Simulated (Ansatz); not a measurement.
Ansatz (an electronic-structure program) input for C2H, SMILES [C]#C, multiplicity 2, PBE-D3(BJ)/def2-TZVPD. 

Ansatz 0.2 input:
```yaml
crystal:
  periodic: [false, false, false]
  atoms:
    - {symbol: C, position_ang: [0.00000000, 0.00000000, 0.72809198]}
    - {symbol: C, position_ang: [0.00000000, 0.00000000, -0.47203524]}
    - {symbol: H, position_ang: [0.00000000, 0.00000000, -1.53634048]}
basis:
  gaussian:
    orbitals: def2-TZVPD
hamiltonian:
  xc: pbe
  dispersion: d3bj
magnetization: {spin_polarized: true, initial_magnetization: 1}
relax: {f_tol: 0.002, max_steps: 200}
```

Output:

```
WARN ansatz: RAYON_NUM_THREADS=1 ignored (pool sized by the plan → 1); use --threads N
Functional definition: PBE
integrals: 0.01 GiB planned
399 factors; their error is unknown
mean field: 0.17 GiB planned
mean field evaluation 1: about -2076.6045 eV, gradient 3.6e1 eV
mean field evaluation 2: about -2063.1340 eV, gradient 5.5e1 eV
mean field evaluation 4: about -2082.4152 eV, gradient 5.2e0 eV
mean field evaluation 8: about -2082.5533 eV, gradient 2.4e-1 eV
mean field evaluation 16: about -2082.5535 eV, gradient 4.7e-5 eV
mean field evaluation 32: about -2081.9088 eV, gradient 1.4e0 eV
mean field -2082.55350404 eV, -76.5324296679 hartree, gradient 1.4e-5 eV, S^2 0.771595; 4 other end points of the search recorded, 0 dependent functions left out
the calculation of the forces begins
reference -2082.55353362 eV, -76.5324307551 hartree; 7, 6 occupied and 76, 77 virtual orbitals, 399 factors
relax step   1: F+E_penalty+E_count = -2082.58094112 eV  Δ(F+E_penalty+E_count) = +0.000e0 eV  max|allowed force component| = 1.137e0 eV/Å  Δτ_max = 0.0000 Å  (106 SCF iters, accepted)
these checks for a lower state are left out or cut short: starts, cluster_reference, orbital_swaps, neighbouring_geometries, increment
integrals: 0.01 GiB planned
399 factors; their error is unknown
mean field: 0.17 GiB planned
mean field -2082.56120605 eV, -76.5327127116 hartree, gradient 9.0e-6 eV, S^2 0.772698; 0 other end points of the search recorded, 0 dependent functions left out
the calculation of the forces begins
reference -2082.56123572 eV, -76.5327138020 hartree; 7, 6 occupied and 76, 77 virtual orbitals, 399 factors
relax step   2: F+E_penalty+E_count = -2082.58861940 eV  Δ(F+E_penalty+E_count) = -7.678e-3 eV  max|allowed force component| = 8.779e-2 eV/Å  Δτ_max = 0.0094 Å  (41 SCF iters, accepted)
these checks for a lower state are left out or cut short: starts, cluster_reference, orbital_swaps, neighbouring_geometries, increment
integrals: 0.01 GiB planned
399 factors; their error is unknown
mean field: 0.17 GiB planned
mean field -2082.56131926 eV, -76.5327168719 hartree, gradient 8.8e-6 eV, S^2 0.772738; 0 other end points of the search recorded, 0 dependent functions left out
the calculation of the forces begins
reference -2082.56134894 eV, -76.5327179627 hartree; 7, 6 occupied and 76, 77 virtual orbitals, 399 factors
relax step   3: F+E_penalty+E_count = -2082.58872915 eV  Δ(F+E_penalty+E_count) = -1.097e-4 eV  max|allowed force component| = 1.896e-3 eV/Å  Δτ_max = 0.0017 Å  (42 SCF iters, accepted)
integrals: 0.01 GiB planned
399 factors; their error is unknown
mean field: 0.17 GiB planned
mean field evaluation 64: about -2082.5613 eV, gradient 3.6e-3 eV
mean field evaluation 96: about -2081.9918 eV, gradient 1.4e0 eV
mean field -2082.56131926 eV, -76.5327168719 hartree, gradient 8.8e-6 eV, S^2 0.772738; 5 other end points of the search recorded, 0 dependent functions left out
the calculation of the forces begins
reference -2082.56134894 eV, -76.5327179627 hartree; 7, 6 occupied and 76, 77 virtual orbitals, 399 factors
Total energy: -2082.58875883 eV, -76.5337252577 hartree
Atom 0 at     0.000000    -0.000000     0.738536 Å, force     0.000000    -0.000000     0.000438 eV/Å
Atom 1 at    -0.000000     0.000000    -0.472908 Å, force     0.000000    -0.000000     0.001458 eV/Å
Atom 2 at    -0.000000     0.000000    -1.545912 Å, force    -0.000000     0.000000    -0.001896 eV/Å
Dipole moment:    -0.000000     0.000000    -0.164953 e Å
```

The run converged.

Cost: around 9 core-seconds (rough).
